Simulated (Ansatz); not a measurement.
For B20 (FeSi-type) FeSi, r²SCAN+rVV10 (Ansatz, a first-principles code, PAW) gives:

| Property | Result |
|---|---|
| lattice constant a | 4.395 Å |
| band gap | 0.33 eV |
| enthalpy of formation | -0.303 eV/atom |

Task: What does PBE0 in Ansatz (PAW) give for the same quantities?

Result: 
- lattice constant a: 4.380 Å (falls by 0.3 %)
- band gap: 2.19 eV (rises by 1.86 eV)
- formation enthalpy: -0.049 eV/atom (moves by +0.254 eV/atom)

For comparison: lattice constant a 4.483 Å (measured, temperature not stated, no zero-point or thermal correction; as tabulated in Wikipedia's data pages); band gap 0.05 eV (measured, temperature not stated, not corrected to a static lattice, indirect, transport; lower end of the printed range; as tabulated in Tomczak (2018), arXiv:1802.07220); formation enthalpy -0.400 ± 0.02 eV/atom (measured, 298 K, copied from a table, unchecked, not corrected to a static lattice; as tabulated in Wang et al. (2021), doi:10.1038/s41598-021-94550-5).

Changes are worked out from the printed values.

Unless a cell is named, each level is at its own relaxed cell (r²SCAN+rVV10 10.61, PBE0 10.50 Å³/atom).

Density-functional gaps are differences of (generalised) Kohn–Sham levels.

The crystal itself was run without spin with r²SCAN+rVV10, PBE0; a magnetic state was not tried in these runs.

Ansatz's density-functional and Hartree–Fock values are scalar-relativistic unless marked +SOC, with PAW data made under PBE.
